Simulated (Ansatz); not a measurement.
Input file:

```yaml
crystal:
  periodic: [false, false, false]
  atoms:
    - {symbol: B, position_ang: [0.000000, -0.180742, 0.776407]}
    - {symbol: N, position_ang: [0.000000, 0.091911, -0.701582]}
    - {symbol: H, position_ang: [0.000000, 0.661379, 1.421817]}
basis:
  gaussian: {orbitals: 6-31G}
magnetization: {spin_polarized: false, initial_magnetization: 3}
correlation: {method: ccsd_t, electrons: outside_noble_gas}
output: {forces: true}
```

```sh
$ ansatz run in.yaml --threads 1 --pin off --events-out ev --progress --plain --max-ram 2393MiB
```

Log:

```
290 factors; integrals over basis functions are off by at most 1.9e-4 eV
mean field evaluation 1: about -2162.8350 eV, gradient 1.1e1 eV
mean field evaluation 2: about -2162.8350 eV, gradient 1.1e1 eV
mean field evaluation 4: about -2164.0907 eV, gradient 1.1e0 eV
mean field evaluation 8: about -2164.1227 eV, gradient 1.6e-1 eV
mean field evaluation 16: about -2163.9836 eV, gradient 4.1e0 eV
mean field evaluation 32: about -2161.7947 eV, gradient 3.4e-1 eV
mean field evaluation 64: about -2161.7961 eV, gradient 8.0e-4 eV
mean field evaluation 96: about -2152.7561 eV, gradient 5.1e0 eV
mean field evaluation 128: about -2161.7961 eV, gradient 2.1e-2 eV
mean field -2164.12446969 eV, -79.5301073647 hartree, gradient 2.0e-6 eV, S^2 3.750000; 6 other end points of the search recorded, 0 dependent functions left out
mean field evaluation 160: about -2164.2053 eV, gradient 4.9e-1 eV
determinant -2164.12446969 eV, -79.5301073647 hartree, with singles and doubles -2167.03423573 eV, -79.6370392945 hartree
determinant -2162.52962071 eV, -79.4714977460 hartree, with singles and doubles -2165.80851422 eV, -79.5919948599 hartree
determinant -2161.79608559 eV, -79.4445408274 hartree, with singles and doubles -2165.08987195 eV, -79.5655852435 hartree
determinant -2161.78962199 eV, -79.4443032947 hartree, with singles and doubles -2164.86998879 eV, -79.5575046866 hartree
2 core orbitals not correlated: weight in the atoms' cores, before any rotation towards them, 1.000 or more for the frozen orbitals, at most 0.000 for the correlated occupied ones
reference -2164.12446969 eV, -79.5301073647 hartree; 6, 3 occupied and 12, 15 virtual orbitals, 290 factors
second order -2.27938541 eV of doubles, -0.05046231 eV of singles
cycle   1  -2.90998574 eV  change   -2.2e-4 eV  update   1.9e-3
cycle   2  -2.91079008 eV  change   -8.0e-4 eV  update   1.6e-3
cycle   3  -2.91071458 eV  change    7.6e-5 eV  update   6.6e-4
cycle   4  -2.91077172 eV  change   -5.7e-5 eV  update   3.5e-4
cycle   5  -2.91113441 eV  change   -3.6e-4 eV  update   1.3e-4
cycle   6  -2.91121587 eV  change   -8.1e-5 eV  update   6.5e-5
cycle   7  -2.91112870 eV  change    8.7e-5 eV  update   3.6e-5
cycle   8  -2.91110614 eV  change    2.3e-5 eV  update   1.0e-5
cycle   9  -2.91111055 eV  change   -4.4e-6 eV  update   4.6e-6
cycle  10  -2.91111368 eV  change   -3.1e-6 eV  update   2.1e-6
cycle  11  -2.91111446 eV  change   -7.9e-7 eV  update   7.4e-7
cycle  12  -2.91111438 eV  change    8.8e-8 eV  update   2.6e-7
perturbative correction -0.05023942 eV, -0.0018462645 hartree
the calculation of the forces begins
Total energy: -2167.08582348 eV, -79.6389351093 hartree
Atom 0 at     0.000000    -0.180742     0.776407 Å, force    -0.000000    -4.212805    -1.666111 eV/Å
Atom 1 at     0.000000     0.091911    -0.701582 Å, force     0.000000     0.205303    -1.545263 eV/Å
Atom 2 at     0.000000     0.661379     1.421817 Å, force     0.000000     4.007502     3.211374 eV/Å
Dipole moment:     0.000000    -0.013839     0.256316 e Å
```

Forces (eV/Å):
```
B    0.000 -4.213 -1.666
N    0.000  0.205 -1.545
H    0.000  4.008  3.211
```

For the same geometry and basis full CI lies 19.1 meV lower.

Ran on 1 thread of Arm Neoverse V1, shared host: 0.72 s wall, 0.08 GiB peak host memory.
